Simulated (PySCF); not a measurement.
diphosphorus (P2), SMILES P#P. Atoms are numbered in the order given.

```xyz
2

P      0.0000     0.0000    -0.9442
P      0.0000     0.0000     0.9442
```

Geometry optimised at B3LYP-D3(BJ)/def2-TZVPD.

Method: PySCF with PBE0/pcJ-2.

Isotropic couplings with Fermi-contact, spin-dipole and both spin-orbit terms, one fixed conformer, no vibrational averaging. Isotopes: 31P.

Q: Estimate the spin–spin coupling constants. (Estimate from the structure and the level; the computed values follow.)

A: 
```
pair   bonds apart  J (Hz)
-----  -----------  ------
P1–P2            1  -327.0
```
